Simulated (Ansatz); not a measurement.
Process, species as SMILES: F[C](F)F → C atom + 3 F atom
B3LYP-D3(BJ)/def2-TZVP geometries, fixed; electronic energies without zero-point terms.
Largest species:
```
C
F 1 1.3212
F 1 1.3212 2 111.37
F 1 1.3212 2 111.37 3 -124.97
```
Charge 0, spin multiplicity 2.

Basis-set convergence of the atomisation energy at HF with Ansatz (a quantum-chemistry and plane-wave program). Cartesian d functions, on some or all atoms, in 6-31G**; all else is spherical. Open shells are unrestricted. No added dispersion term, no relativity. Functions are those of the species that has most. Reference: the value in aug-pcseg-3, 224.89 kcal/mol, itself unsure by roughly 1.06 kcal/mol (its mean distance from aug-cc-pVQZ, cc-pV5Z, def2-QZVPPD). Deviations are taken from unrounded values.

```csv
basis,functions,atomisation energy (kcal/mol),minus reference (kcal/mol)
3-21G,36,186.37,-38.53
6-31G,36,159.45,-65.44
pcseg-0,36,172.86,-52.03
def2-SVP,56,227.57,2.68
pcseg-1,56,213.10,-11.79
6-31G**,60,222.16,-2.74
6-311G**,72,214.22,-10.67
6-311+G**,88,213.01,-11.88
def2-SVPD,89,228.37,3.48
"6-311++G(2d,2p)",108,217.43,-7.46
cc-pVTZ,120,222.96,-1.93
pcseg-2,120,224.36,-0.53
def2-TZVPPD,157,222.99,-1.90
aug-cc-pVTZ,184,223.54,-1.35
aug-pcseg-2,184,225.22,0.32
def2-QZVPP,228,223.63,-1.26
aug-cc-pVQZ,320,223.93,-0.96
aug-pcseg-3,340,224.89,0.00
```
